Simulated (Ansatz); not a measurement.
# BCl+ (doublet): from Hartree-Fock to the top rungs at distance B1–Cl2 = 2.172 Å, 6-31G

Aim: climb from Hartree-Fock through coupled cluster and multireference methods for BCl+ (doublet) at one geometry and basis, and see what each rung misses.

Computed with Ansatz 0.2.0, Gaussian basis. Level: 6-31G, core rule «outside noble gas», up to 6 orbitals frozen.

To be run: UHF; CCSD(T) on ROHF; CCSD(T) on UHF; BCCD(T) on ROHF; CISD; CCSDT(Q) on ROHF; CCSDT(Q) on UHF; CISDTQ; CCSDTQ on ROHF; CCSDTQ on UHF; CASSCF and MRCISD+Q, 3 electrons in 3 orbitals; CASSCF and NEVPT2, 3 electrons in 3 orbitals; CASSCF and MRCISD+Q, 9 electrons in 8 orbitals; CASSCF and NEVPT2, 9 electrons in 8 orbitals; Full CI.

14 further runs of the same task are left out: 14 that didn't finish.

## Step 1: What is computed

The geometry derives from a PBE0/def2-TZVP stationary point (not a proven minimum). One bond is set to the value named and the two fragments are kept rigid.

2 atoms, charge 1, spin multiplicity 2.

Atoms are counted from 1 here; the program's logs count them from 0.

No contacts short enough for the rule that draws bonds.

## Step 2: UHF

The input, in.yaml:

```yaml
crystal:
  periodic: [false, false, false]
  atoms:
    - {symbol: B, position_ang: [0.000000, 0.000000, 0.000000]}
    - {symbol: Cl, position_ang: [0.000000, 0.000000, 2.172000]}
basis:
  gaussian: {orbitals: 6-31G}
total_charge: 1
magnetization: {spin_polarized: true, initial_magnetization: 1}
hamiltonian: {xc: hf}
output: {orbitals: {seedname: orbitals}}
```

The run is started by

```sh
$ ansatz run in.yaml --threads 1 --pin off --events-out ev --progress --plain --max-ram 2393MiB
```

The runs that follow: CCSD(T) on ROHF; CCSD(T) on UHF; BCCD(T) on ROHF; CISD; CCSDT(Q) on ROHF; CCSDT(Q) on UHF; CISDTQ; CCSDTQ on ROHF; CCSDTQ on UHF; CASSCF and MRCISD+Q, 3 electrons in 3 orbitals; CASSCF and NEVPT2, 3 electrons in 3 orbitals; CASSCF and MRCISD+Q, 9 electrons in 8 orbitals; CASSCF and NEVPT2, 9 electrons in 8 orbitals; Full CI.

Before running them: what should the planned runs give, taken together? Wanted: FCI below the RHF energy; RMP2 from FCI; UMP2 from FCI; RCCSD from FCI; RCCSD(T) from FCI; UCCSD(T) from FCI; RCCSDT(Q) from FCI; UCCSDT(Q) from FCI; NEVPT2 pair from FCI.

The runs gave:

```
                         quantity                                                                                                                      value
         FCI below the RHF energy                                                                                                                 -3.0811 eV
                    RMP2 from FCI                                                                                                            +20.92 kcal/mol
                    UMP2 from FCI                                                                                                            +22.92 kcal/mol
                   RCCSD from FCI                                                                                                             +3.84 kcal/mol
                RCCSD(T) from FCI                                                                                                             +1.07 kcal/mol
                UCCSD(T) from FCI                                                                                                             +0.81 kcal/mol
               RCCSDT(Q) from FCI                                                                                                             -0.01 kcal/mol
               UCCSDT(Q) from FCI                                                                                                             -0.27 kcal/mol
             NEVPT2 pair from FCI                                                                                                            +17.15 kcal/mol
           MRCISD+Q pair from FCI                                                                                                             +0.59 kcal/mol
          NEVPT2 valence from FCI                                                                                                             +5.60 kcal/mol
levels within 1 kcal/mol (43 meV)  UCCSD(T), RCCSDT, UCCSDT, CISDTQ, RCCSDT(Q), UCCSDT(Q), RCCSDTQ, UCCSDTQ, MRCISD+Q pair, MRCISD valence, MRCISD+Q valence
                    T1 diagnostic                                                                                                                      0.057
   effectively unpaired electrons                                                                                                                       1.11
```

RCCSD(T) lands +1.07 kcal/mol from the yardstick (1.5 % of the correlation energy). UCCSDT, UCCSDT(Q), RCCSDTQ, UCCSDTQ fall below full CI: unrestricted runs freeze a spin-polarised core, another one than full CI's, and coupled cluster isn't variational. The occupations are near whole numbers, but T1 = 0.057 shows that the orbitals relax strongly. Of the multireference levels listed MRCISD+Q valence comes nearest in total energy (+0.17 kcal/mol), which doesn't show that its space is the better one. Coupled cluster took another determinant than the lowest Hartree-Fock one. These misses are within one basis, not against nature; the frozen cores of restricted and unrestricted runs differ, which can shift their rows.
